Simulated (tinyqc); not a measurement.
UKS/LDA (VWN5) in the sto-6g basis, for LiH, spin multiplicity 3, step by step. One step of it, computed by the program tinyqc.

Question. Iteration 2: building the Kohn-Sham matrix. J_ij = sum D_kl (ij|kl) with D = D(alpha) + D(beta); F = H + J + V_xc; E = tr D H + tr D J / 2 + E_xc + E_nn.

D(alpha) after iteration 1:
```
            1Li 1s     1Li 2s   1Li 2px   1Li 2py    1Li 2pz      2H 1s
1Li 1s    1.056900  -0.212536  0.000000  0.000000   0.058119  -0.063384
1Li 2s   -0.212536   0.953850  0.000000  0.000000  -0.344626  -0.063986
1Li 2px   0.000000   0.000000  0.000000  0.000000   0.000000   0.000000
1Li 2py   0.000000   0.000000  0.000000  0.000000   0.000000   0.000000
1Li 2pz   0.058119  -0.344626  0.000000  0.000000   0.231421   0.280301
2H 1s    -0.063384  -0.063986  0.000000  0.000000   0.280301   0.624052
```

D(beta) after iteration 1:
```
           1Li 1s    1Li 2s   1Li 2px   1Li 2py   1Li 2pz     2H 1s
1Li 1s   0.973489  0.046507  0.000000  0.000000  0.000607  0.008512
1Li 2s   0.046507  0.002222  0.000000  0.000000  0.000029  0.000407
1Li 2px  0.000000  0.000000  0.000000  0.000000  0.000000  0.000000
1Li 2py  0.000000  0.000000  0.000000  0.000000  0.000000  0.000000
1Li 2pz  0.000607  0.000029  0.000000  0.000000  0.000000  0.000005
2H 1s    0.008512  0.000407  0.000000  0.000000  0.000005  0.000074
```

core Hamiltonian H = T + V (hartree):
```
            1Li 1s     1Li 2s    1Li 2px    1Li 2py    1Li 2pz      2H 1s
1Li 1s   -4.838075  -1.030275   0.000000   0.000000  -0.023036  -0.509652
1Li 2s   -1.030275  -1.410647   0.000000   0.000000  -0.133648  -0.848345
1Li 2px   0.000000   0.000000  -1.161352   0.000000   0.000000   0.000000
1Li 2py   0.000000   0.000000   0.000000  -1.161352   0.000000   0.000000
1Li 2pz  -0.023036  -0.133648   0.000000   0.000000  -1.268636  -0.949555
2H 1s    -0.509652  -0.848345   0.000000   0.000000  -0.949555  -1.625924
```

Two-electron integrals (ij|kl) in chemists' order, unique and non-zero (hartree):
```
(11|11) 1.681247   (21|11) 0.242603   (21|21) 0.044507   (22|11) 0.397190
(22|21) 0.090279   (22|22) 0.290625   (31|31) 0.009437   (32|31) 0.014261
(32|32) 0.064236   (33|11) 0.397190   (33|21) 0.090279   (33|22) 0.290625
(33|33) 0.313125   (41|41) 0.009437   (42|41) 0.014261   (42|42) 0.064236
(43|43) 0.016875   (44|11) 0.397190   (44|21) 0.090279   (44|22) 0.290625
(44|33) 0.279374   (44|44) 0.313125   (51|51) 0.009437   (52|51) 0.014261
(52|52) 0.064236   (53|53) 0.016875   (54|54) 0.016875   (55|11) 0.397190
(55|21) 0.090279   (55|22) 0.290625   (55|33) 0.279374   (55|44) 0.279374
(55|55) 0.313125   (61|11) 0.120011   (61|21) 0.021348   (61|22) 0.042903
(61|33) 0.042360   (61|44) 0.042360   (61|51) 0.002785   (61|52) 0.005280
(61|55) 0.043991   (61|61) 0.011266   (62|11) 0.190817   (62|21) 0.043443
(62|22) 0.138993   (62|33) 0.133045   (62|44) 0.133045   (62|51) 0.007581
(62|52) 0.037538   (62|55) 0.150891   (62|61) 0.024202   (62|62) 0.098348
(63|31) 0.004503   (63|32) 0.018161   (63|53) 0.006426   (63|63) 0.008876
(64|41) 0.004503   (64|42) 0.018161   (64|54) 0.006426   (64|64) 0.008876
(65|11) 0.213773   (65|21) 0.049350   (65|22) 0.163792   (65|33) 0.153431
(65|44) 0.153431   (65|51) 0.011949   (65|52) 0.057838   (65|55) 0.184512
(65|61) 0.029182   (65|62) 0.129399   (65|65) 0.174841   (66|11) 0.383863
(66|21) 0.089197   (66|22) 0.303084   (66|33) 0.278567   (66|44) 0.278567
(66|51) 0.020352   (66|52) 0.111251   (66|55) 0.352117   (66|61) 0.053357
(66|62) 0.258734   (66|65) 0.357267   (66|66) 0.774999
```

nuclear repulsion = 1.16302684 hartree

V_xc(alpha) (hartree):
```
            1Li 1s     1Li 2s    1Li 2px    1Li 2py    1Li 2pz      2H 1s
1Li 1s   -1.053694  -0.129594   0.000000   0.000000   0.000114  -0.068539
1Li 2s   -0.129594  -0.228496   0.000000   0.000000  -0.006659  -0.149037
1Li 2px   0.000000   0.000000  -0.211795   0.000000   0.000000   0.000000
1Li 2py   0.000000   0.000000   0.000000  -0.211795   0.000000   0.000000
1Li 2pz   0.000114  -0.006659   0.000000   0.000000  -0.261918  -0.192827
2H 1s    -0.068539  -0.149037   0.000000   0.000000  -0.192827  -0.447123
```

V_xc(beta) (hartree):
```
            1Li 1s     1Li 2s    1Li 2px    1Li 2py    1Li 2pz      2H 1s
1Li 1s   -1.035452  -0.121093   0.000000   0.000000   0.000103  -0.062637
1Li 2s   -0.121093  -0.165220   0.000000   0.000000  -0.002260  -0.091165
1Li 2px   0.000000   0.000000  -0.158702   0.000000   0.000000   0.000000
1Li 2py   0.000000   0.000000   0.000000  -0.158702   0.000000   0.000000
1Li 2pz   0.000103  -0.002260   0.000000   0.000000  -0.178279  -0.108717
2H 1s    -0.062637  -0.091165   0.000000   0.000000  -0.108717  -0.223712
```

E_xc = sum of w rho eps_xc = -2.06232976 hartree

Give: Coulomb J; F(alpha); F(beta); total energy of this density.

Answer.

Coulomb J (hartree):
```
         1Li 1s  1Li 2s  1Li 2px  1Li 2py  1Li 2pz   2H 1s
1Li 1s   4.1267  0.6605   0.0000   0.0000   0.0094  0.3298
1Li 2s   0.6605  1.3802   0.0000   0.0000   0.0539  0.7347
1Li 2px  0.0000  0.0000   1.3573   0.0000   0.0000  0.0000
1Li 2py  0.0000  0.0000   0.0000   1.3573   0.0000  0.0000
1Li 2pz  0.0094  0.0539   0.0000   0.0000   1.4260  0.8798
2H 1s    0.3298  0.7347   0.0000   0.0000   0.8798  1.6920
```

F(alpha) (hartree):
```
          1Li 1s   1Li 2s  1Li 2px  1Li 2py  1Li 2pz    2H 1s
1Li 1s   -1.7651  -0.4994   0.0000   0.0000  -0.0135  -0.2484
1Li 2s   -0.4994  -0.2590   0.0000   0.0000  -0.0864  -0.2627
1Li 2px   0.0000   0.0000  -0.0159   0.0000   0.0000   0.0000
1Li 2py   0.0000   0.0000   0.0000  -0.0159   0.0000   0.0000
1Li 2pz  -0.0135  -0.0864   0.0000   0.0000  -0.1046  -0.2625
2H 1s    -0.2484  -0.2627   0.0000   0.0000  -0.2625  -0.3811
```

F(beta) (hartree):
```
          1Li 1s   1Li 2s  1Li 2px  1Li 2py  1Li 2pz    2H 1s
1Li 1s   -1.7469  -0.4909   0.0000   0.0000  -0.0135  -0.2425
1Li 2s   -0.4909  -0.1957   0.0000   0.0000  -0.0820  -0.2048
1Li 2px   0.0000   0.0000   0.0372   0.0000   0.0000   0.0000
1Li 2py   0.0000   0.0000   0.0000   0.0372   0.0000   0.0000
1Li 2pz  -0.0135  -0.0820   0.0000   0.0000  -0.0209  -0.1784
2H 1s    -0.2425  -0.2048   0.0000   0.0000  -0.1784  -0.1577
```

total energy of this density = -7.720243 hartree
